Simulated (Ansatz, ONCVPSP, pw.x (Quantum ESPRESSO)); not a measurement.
**Si (diamond): variants of one ONCV potential in the solid**

| Item | Value |
| --- | --- |
| Element | Si (Z = 14) |
| Generator | ONCVPSP 4.0.1.1 (patched build) |
| Type | optimised norm-conserving Vanderbilt (ONCV) |
| Functional | PBE |
| Relativity | scalar-relativistic |
| Frozen core | [Ne] |
| Valence charge | 4 |
| Reference configuration | 3s2 3p2 |
| Partial waves | 3s: rc 1.50 bohr, ncon 5, nbas 8, qcut 3.5 1/bohr, 2 projectors, debl 1.6 Ha; 3p: rc 2.00 bohr, ncon 4, nbas 9, qcut 3.8 1/bohr, 2 projectors, debl 1.1 Ha; d scattering state at 0.09 Ha: rc 1.80 bohr, ncon 4, nbas 8, qcut 6 1/bohr, 2 projectors, debl 3.2 Ha |
| Local potential | polynomial inside 1.05 bohr (lpopt 2, dvloc0 0 Ha) |
| Core correction | Teter function fitted to the true core (icmod 2), fcfact 0.55 |

Crystal test: diamond Si in pw.x 7.5, no spin, 8³ k-points, Fermi–Dirac smearing 0.01 Ry, cutoffs set for each file from its atomic test. The reference is all-electron LAPW (Ansatz 0.2.0) with the same functional, mesh and smearing; V0 and B0 come from Birch–Murnaghan fits to the pressures at five volumes. Errors are pseudo minus all-electron; Δ is the rms difference of the E(V) curves that follow from these fits, minima aligned, over ±6 % about the mean V0. Mesh and smearing are coarse, so the numbers serve the comparison and aren't converged zero-temperature values; the lattice is a test structure that the element need not adopt.

All-electron: a0 = 5.469 Å (V0 = 20.45 Å³/atom), B0 = 88.5 GPa.

```csv
change,cutoffs (Ry),pw.x,a0 (Å),a0 error (%),B0 error (%),Δ (meV/atom),mean pressure error (GPa)
base,160/640,converged,5.464,-0.10,-0.6,1.2,-0.26
"local potential polynomial inside 1.05 bohr (lpopt 2, dvloc0 -0.5 Ha)",160/640,converged,5.464,-0.10,-0.6,1.2,-0.26
d: rc 2.68,160/640,converged,5.462,-0.13,-0.7,1.6,-0.35
d: nproj 1,160/640,converged,5.464,-0.09,-0.6,1.1,-0.25
"core correction Teter function fitted to the true core (icmod 2), fcfact 0.12",160/640,converged,5.467,-0.05,-0.3,0.6,-0.13
```

(1) Give the row for: local potential polynomial inside 1.20 bohr (lpopt 4, dvloc0 0 Ha).

## Answers

(1) pw.x: converged; mean pressure error (GPa): -0.26; a0 (Å): 5.464; a0 error (%): -0.10; B0 error (%): -0.6; Δ (meV/atom): 1.2.
